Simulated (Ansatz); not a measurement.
```xyz
2

N     0.0000    0.0000   -0.6093
O     0.0000    0.0000    0.5331
```

Basis set: 6-31G* (spherical functions). Left uncorrelated: 2 orbitals. Charge 0, multiplicity 2.

Computed with Ansatz (development build ahead of 0.2.0); each method stands on the lowest determinant of its kind that the runs found.

Question: Give the atomization energy at this shape (free ground-state atoms in the same class of orbitals less the molecule, no zero-point energy) of doublet NO by UHF-MP2, UHF.

Answer:

| method | atomization energy |
| --- | --- |
| UHF-MP2 | 138.27 kcal/mol |
| UHF | 49.00 kcal/mol |
